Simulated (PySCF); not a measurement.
**Peak assignment**

Numbering as in the mapped SMILES `[CH3:1][n:2]1[cH:3][n:4][n:5][cH:6]1`. Each H is labelled by its parent atom.

[PySCF: shielding tensors at B97-2/pcSseg-2 (GIAO); geometry: PBE0-D3(BJ)/def2-TZVP; non-relativistic; averaged over atoms made equivalent by symmetry, fast rotation or ring inversion; one computed conformer; in vacuum]

δ = σ(ref) − σ, references computed at the same level: TMS for $^{13}$C (σref 185.38), $^{1}$H (σref 31.64).

Task: Assign these signals to the numbered atoms. $^{13}$C{$^{1}$H} NMR (computed): δ 147.9, 32.2.

Result: 
```tsv
δ (ppm)	atoms	environment	reason
147.9	C3/C6	aromatic CH between two ring heteroatoms	–
32.2	C1	methyl carbon bonded to N	deshielded by the electronegative neighbour
```

Task: Assign these signals to the numbered atoms. $^{1}$H NMR (500 MHz, computed): δ 7.94 (s, 2H), 3.61 (s, 3H).

Result: 
7.94 → H(C3)/H(C6), hydrogen on an aromatic CH between two ring heteroatoms: it sits in the deshielding region of the aromatic ring current
3.61 → H(C1), hydrogen on a methyl carbon bonded to N: its carbon carries N, which withdraws density

Shifts are as computed. Against solution values, carbons near 30 ppm lie about +3 ppm off and those near 130 ppm about +7 ppm. Of 1211 compounds with measured shifts, 218 miss one by over three times the rms of a fit or turn the order of signals round; such compounds aren't used in these exercises. Multiplicities follow the n + 1 count of equivalent neighbours, as no J values were calculated; m marks all less simple cases, F and P coupling included.
